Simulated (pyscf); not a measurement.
Four-centre exchange: `[SiH3][O][SiH3]` + `[OH][SiH3]` → `[SiH3][O][SiH2][O][SiH3]` + `[H][H]`

Gas phase, singlet surface, charge 0. Bonds broken: Si1–H4, O10–H12. Bonds formed: Si1–O10, H4–H12. Structures and frequencies: ωB97X-D3(BJ)/def2-SVP in PySCF.

Transition state (Å):

```xyz
15

Si    -1.5080     0.0140     0.4116
O     -0.5867    -0.8699    -0.6610
Si     0.4696    -2.1337    -0.3990
H     -0.5968    -0.6937     1.7590
H     -2.7456    -0.5941     0.9738
H     -2.0379     1.0633    -0.5278
H      1.6687    -1.6655     0.3562
H      0.9013    -2.6375    -1.7310
H     -0.1835    -3.2395     0.3586
O     -0.7111     1.3633     1.4332
Si    -0.2118     2.9659     1.1060
H     -0.3549     0.4633     1.9427
H      0.5482     3.4134     2.2998
H     -1.4285     3.7872     0.8989
H      0.6492     2.9674    -0.1034
```

One imaginary mode, 1163i cm⁻¹; descent along it reached the two sides named.

| bond | change | reactant side (Å) | saddle | product side |
|---|---|---|---|---|
| Si1–H4 | breaks | 1.492 | 1.774 | 3.7 |
| O10–H12 | breaks | 0.963 | 1.094 | 2.573 |
| Si1–O10 | forms | 2.8 | 1.871 | 1.656 |
| H4–H12 | forms | 2.6 | 1.196 | 0.761 |

Electronic energies relative to the separated reactants (kcal/mol):

| level | barrier | reaction energy | reverse barrier |
|---|---|---|---|
| ωB97X-D3(BJ)/def2-TZVP | 30.7 | -28.1 | 58.8 |
| PBE/def2-TZVP | 28.2 | -22.9 | 51.1 |
| r²SCAN/def2-TZVP | 28.9 | -26.9 | 55.8 |
| B3LYP-D3(BJ)/def2-TZVP | 31.3 | -27.4 | 58.7 |
| PBE0-D3(BJ)/def2-TZVP | 29.0 | -25.2 | 54.1 |
| M06-2X/def2-TZVP | 31.5 | -29.4 | 61.0 |
| ωB97M-D3(BJ)/def2-TZVP | 31.3 | -26.3 | 57.6 |
| HF/def2-TZVP | 51.5 | -23.9 | 75.5 |

With ωB97M-D3(BJ)/def2-TZVP energies and thermal terms (ideal gas, 1 atm, RRHO with modes under 100 cm⁻¹ raised to 100, one conformer, R ln 2 for chiral ones without a mode under 150 cm⁻¹), in kcal/mol:

```tsv
T (K)	ΔH‡	ΔG‡	ΔH	ΔG
298	29.7	42.3	-28.5	-24.8
600	29.9	55.1	-27.3	-21.5
900	30.6	67.5	-26.5	-18.7
1200	31.4	79.7	-25.9	-16.2
```

This is the saddle that the search found; another between the same sides may lie lower.
